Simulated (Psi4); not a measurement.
# CH3AlO (SMILES [CH3][Al]=[O]) at B3LYP/6-31G(d) (spherical functions)

Aim: the vertical electron affinity of CH3AlO at B3LYP/6-31G* (spherical functions), from 2 runs. 

The calculation is run with Psi4 1.11.

1 further run of the same task is left out (set aside as unsound or not needed).

### Step 1. The structure to begin with

The species is CH3AlO (6 atoms), meant as a singlet with charge 0. As SMILES, `[CH3][Al]=[O]`. The coordinates come from a PBE0-D4/def2-TZVP relaxation.

Bond lengths: C1–Al2 1.935 Å, Al2–O3 1.596 Å, C1–H4 1.092 Å, C1–H5 1.092 Å, C1–H6 1.092 Å. Angles: C1–Al2–O3 180.0°, Al2–C1–H4 110.5°, Al2–C1–H5 110.5°, Al2–C1–H6 110.5°, H4–C1–H5 108.4°, H4–C1–H6 108.4°, H5–C1–H6 108.4°.

### Step 2. Energy and forces at B3LYP/6-31G(d) (spherical functions)

File ch3alo.dat:

```
memory 1600 mb

molecule mol {
  C     -0.412500     0.498200    -0.315400
  Al     0.696700    -0.841400     0.532500
  O      1.611700    -1.946300     1.232100
  H      0.065200     1.479100    -0.263900
  H     -1.383600     0.560900     0.180800
  H     -0.577400     0.249400    -1.366100
  symmetry c1
  no_reorient
  no_com
}

set globals {
  basis                6-31G*
  puream               true
  e_convergence        1e-09
  d_convergence        1e-08
  scf_type             pk
  dft_radial_points    99
  dft_spherical_points 590
}

e, wfn = gradient('b3lyp', return_wfn=True)
oeprop(wfn, 'MULLIKEN_CHARGES', 'DIPOLE', 'LOWDIN_CHARGES')
print_variables()
```

Launch:

```bash
$ psi4 ch3alo.dat ch3alo.out -n 1
```

ch3alo.out, shortened:

```text
[...]
  Running in c1 symmetry.
[...]
  Nuclear repulsion =   83.909553177892164
[...]
  Multiplicity = 1
[...]
  Nalpha       = 15
  Nbeta        = 15
[...]
    Number of basis functions: 52
[...]
   @RKS iter   1:  -356.97272609896936   -2.23825e-01   2.13286e-02 DIIS/ADIIS
[...]
   @RKS iter  12:  -357.55746615457122   -3.75167e-12   2.33356e-09 DIIS
[...]
    Orbital Energies [Eh]
    ---------------------
    Doubly Occupied:
       1A    -56.029766     2A    -19.072653     3A    -10.199640
       4A     -4.134803     5A     -2.689224     6A     -2.689224
       7A     -2.681465     8A     -0.843114     9A     -0.721948
      10A     -0.437987    11A     -0.437965    12A     -0.378534
      13A     -0.283656    14A     -0.252023    15A     -0.252023
[...]
  @RKS Final Energy:  -357.55746615457122
   => Energetics <=
    Nuclear Repulsion Energy =             83.9095531778921639
    One-Electron Energy =                -661.1731947555856550
    Two-Electron Energy =                 247.0260815091434381
    DFT Exchange-Correlation Energy =     -27.3199060860211027
    Empirical Dispersion Energy =           0.0000000000000000
    VV10 Nonlocal Energy =                  0.0000000000000000
    Total Energy =                       -357.5574661545712161
[...]
  -Total Gradient:
     Atom            X                  Y                   Z
    ------   -----------------  -----------------  -----------------
       1        0.001860515752    -0.002181264982     0.001373455640
       2        0.004192534045    -0.005066715919     0.003204119698
       3       -0.007329423928     0.008852502240    -0.005602786160
       4       -0.000701927797    -0.001707395853    -0.000017006741
       5        0.001632252735    -0.000199623721    -0.000730089198
       6        0.000347461683     0.000300862902     0.001773256092
[...]
 Multipole Moments:
 ------------------------------------------------------------------------------------
     Multipole            Electronic (a.u.)      Nuclear  (a.u.)        Total (a.u.)
 ------------------------------------------------------------------------------------
 L = 1.  Multiply by 2.5417464519 to convert [e a0] to [Debye]
 Dipole X            :        -34.4016124           33.2211963           -1.1804161
 Dipole Y            :         41.5442483          -40.1188856            1.4253626
 Dipole Z            :        -26.2960900           25.3935728           -0.9025173
 Magnitude           :                                                    2.0590236
[...]
  Mulliken Charges: (a.u.)
   Center  Symbol    Alpha    Beta     Spin     Total
       1     C     3.35771  3.35771  0.00000 -0.71543
       2    AL     6.15571  6.15571  0.00000  0.68859
       3     O     4.28726  4.28726  0.00000 -0.57453
       4     H     0.39977  0.39977  0.00000  0.20047
       5     H     0.39978  0.39978  0.00000  0.20045
       6     H     0.39977  0.39977  0.00000  0.20046
   Total alpha = 15.00000, Total beta = 15.00000, Total charge =  0.00000
  Lowdin Charges: (a.u.)
   Center  Symbol    Alpha    Beta     Spin     Total
[...]
```

It took 7.2 s on 1 thread of Intel Xeon 6975P-C (Granite Rapids), shared host; peak memory 0.65 GiB.

### Step 3. The doublet anion, same level

File job.in:

```
memory 1600 mb

molecule {
  -1 2
  C     -0.412500     0.498200    -0.315400
  Al     0.696700    -0.841400     0.532500
  O      1.611700    -1.946300     1.232100
  H      0.065200     1.479100    -0.263900
  H     -1.383600     0.560900     0.180800
  H     -0.577400     0.249400    -1.366100
  symmetry c1
  no_reorient
  no_com
}

set {
  basis 6-31G*
  reference uks
  puream true
  e_convergence 1e-09
  d_convergence 1e-08
  scf_type pk
  dft_radial_points 99
  dft_spherical_points 590
  maxiter 200
}

e_tot, wfn = gradient("b3lyp", return_wfn=True)
oeprop(wfn, "WIBERG_LOWDIN_INDICES", "MAYER_INDICES", "QUADRUPOLE")
```

Launch:

```bash
$ psi4 job.in job.out -n 1
```

job.out, shortened:

```text
[...]
  Running in c1 symmetry.
[...]
  Nuclear repulsion =   83.909553177892164
[...]
  Multiplicity = 2
[...]
  Nalpha       = 16
  Nbeta        = 15
[...]
    Number of basis functions: 52
[...]
   @UKS iter   1:  -356.84430808501452   -9.54071e-02   2.28808e-02 DIIS/ADIIS
[...]
   @UKS iter  14:  -357.54139360596776   -1.13687e-12   5.44736e-09 DIIS
[...]
   @S^2 Observed:                7.591968608E-01
[...]
  @UKS Final Energy:  -357.54139360596776
   => Energetics <=
    Nuclear Repulsion Energy =             83.9095531778921639
    One-Electron Energy =                -667.9330688118033095
    Two-Electron Energy =                 253.9811169643866435
    DFT Exchange-Correlation Energy =     -27.4989949364431610
    Empirical Dispersion Energy =           0.0000000000000000
    VV10 Nonlocal Energy =                  0.0000000000000000
    Total Energy =                       -357.5413936059677553
[...]
  -Total Gradient:
     Atom            X                  Y                   Z
    ------   -----------------  -----------------  -----------------
       1        0.010913754777    -0.013126343529     0.008287429661
       2        0.006710657148    -0.008083517904     0.005150316182
       3       -0.021817280329     0.026336788479    -0.016689303830
       4       -0.003443746987    -0.006699379691    -0.000440999986
       5        0.006611213911    -0.000296018230    -0.003525219540
       6        0.001026290448     0.001867530957     0.007218300648
[...]
 Multipole Moments:
 ------------------------------------------------------------------------------------
     Multipole            Electronic (a.u.)      Nuclear  (a.u.)        Total (a.u.)
 ------------------------------------------------------------------------------------
 L = 1.  Multiply by 2.5417464519 to convert [e a0] to [Debye]
 Dipole X            :        -35.2958287           33.2211963           -2.0746324
 Dipole Y            :         42.6246310          -40.1188856            2.5057453
 Dipole Z            :        -26.9791767           25.3935728           -1.5856040
 Magnitude           :                                                    3.6189776
 L = 2.  Multiply by 1.3450342976 to convert [e a0^2] to [Debye ang]
 Quadrupole XX       :       -137.9922625          108.4304731          -29.5617893
 Quadrupole XY       :        132.1170539         -124.1735308            7.9435231
[...]
```

Wall time 11 s (1 thread of Intel Xeon 6975P-C (Granite Rapids), shared host); peak memory 0.66 GiB.

### Step 4. Summary of results

Level: B3LYP/6-31G* (spherical functions).

```
                                         quantity          value
                     singlet CH3AlO: total energy  -357.55747 Eh
                    singlet CH3AlO: dipole moment         5.23 D
                      singlet CH3AlO: HOMO energy       -6.86 eV
                      singlet CH3AlO: LUMO energy       -1.58 eV
                    singlet CH3AlO: HOMO–LUMO gap        5.28 eV
         singlet CH3AlO: largest force on an atom     0.657 eV/Å
                      doublet anion: total energy  -357.54139 Eh
doublet anion: HOMO energy (highest over α and β)        2.44 eV
 doublet anion: LUMO energy (lowest over α and β)        4.21 eV
                              doublet anion: ⟨S²⟩          0.759
          doublet anion: largest force on an atom     1.957 eV/Å
vertical electron affinity (to the doublet anion)      -0.437 eV
```

What this shows: The anion lies 0.44 eV (10.1 kcal/mol) above the neutral: the electron isn't bound at this level, and such a value depends on the basis. Without diffuse functions anions come out too high. The largest force (singlet CH3AlO) is 0.66 eV/Å: the shape isn't a stationary point for this species at this level. Mulliken charges (singlet CH3AlO) run from -0.72 on C1 to +0.69 on Al2. The HOMO (doublet anion) lies at positive energy, 2.44 eV; only total energies tell whether the electron is bound.
